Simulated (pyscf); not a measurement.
Elementary routes open to `[O]=[B][OH]` + `[NH3]` in the gas phase (singlet surface):
A. `[NH2][B]([OH])[OH]` (H–N broken; B–N, H–O formed)
B. `[OH2]` + `[NH2][B]=[O]` (B–O, H–N broken; H–O, B–N formed)

Single points on ωB97X-D3(BJ)/def2-SVP structures (PySCF, gas phase). MP2 and CC: frozen core, UHF for open shells. ΔMP2 is the change of the MP2 total energy from the triple- to the quadruple-zeta basis.

Q: Rank the routes by free-energy barrier at 1200 K, lowest first, for CCSD(T)/def2-TZVPP + ΔMP2(QZVPP) energies (ideal gas, 1 atm, RRHO with modes under 100 cm⁻¹ raised to 100, one conformer, R ln 2 for chiral ones without a mode under 150 cm⁻¹).

A: A (49.7 kcal/mol), B (64.2 kcal/mol)

Route A is the fastest of these, ahead of the next by 14.5 kcal/mol. The most stable products are those of A (ΔG = -3.2 kcal/mol), so kinetics and thermodynamics agree. At 298 K A is still the fastest. A: On the reactant side the descent ends in an adduct with a B–N contact, 8.5 kcal/mol under the separated species and 13.4 kcal/mol under the saddle at ωB97X-D3(BJ)/def2-TZVP. On the product side the descent ends in a point that may be a rotor saddle (no frequency run), 3.3 kcal/mol over the lowest minimum found and 48.3 kcal/mol under the saddle at ωB97X-D3(BJ)/def2-TZVP. B: On the reactant side the descent ends in an adduct with a B–N contact, 17.2 kcal/mol under the separated species and 38.4 kcal/mol under the saddle at ωB97X-D3(BJ)/def2-TZVP. On the product side the descent ends in a complex (not fully relaxed), 7.6 kcal/mol under the separated species and 24.5 kcal/mol under the saddle at ωB97X-D3(BJ)/def2-TZVP. Only these routes are compared; each barrier is that of the saddle found, and lower ones may exist. The CCSD(T) − MP2 part came from Ansatz, without density fitting, on the same reference.
